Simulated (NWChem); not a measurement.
## Correlation energy of C (+1)

```
C
```
Charge +1, spin multiplicity 2.

The numbers come from NWChem runs, not from measurements.

Basis set: def2-SVP. Each correlation energy counts from its own Hartree-Fock reference.

```csv
method,correlation energy (mHa)
CCSD[T] on ROHF,-71.2
CCSD on UHF,-66.7
CCSD[T] on UHF,-67.4
SCS-UMP2,-48.1
UMP2,-41.8
CCSD(T) on ROHF,-71.2
CCSD(T) on UHF,-67.4
CCSDT on ROHF,-71.4
CCSD on ROHF,-70.4
```

The values span 29.6 mHa, from CCSDT on ROHF (lowest) to UMP2 (highest). 

The correlated methods keep 1 core orbital frozen. The stability of the SCF solutions was not checked. Open-shell Hartree-Fock references start from PBE0 orbitals. No row is a measurement; the coupled-cluster row has its own basis-set and correlation limits.
